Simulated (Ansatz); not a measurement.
A run of Ansatz (development build ahead of 0.2.0) on singlet LiH at this shape:

```xyz
2

Li    0.0039   -0.0027   -0.4083
H    -0.0091   -0.0012    1.2024
```

Its results:

| Quantity | Value |
| --- | --- |
| Converged | yes |
| Total energy | -7.98517 hartree |
| Spin squared of the determinant | 0.000 |

(1) Which input gives this output? Name the method, the orbitals and the basis set, and write the input.

## Answers

(1) RHF in def2-TZVP. An unrestricted run that stays on the closed shell gives the same numbers.

```yaml
crystal:
  periodic: [false, false, false]
  atoms:
    - { symbol: Li, position_ang: [0.00387, -0.00272, -0.40827] }
    - { symbol: H, position_ang: [-0.0091, -0.00121, 1.20235] }
basis:
  gaussian: { orbitals: def2-TZVP }
hamiltonian:
  xc: hf
```
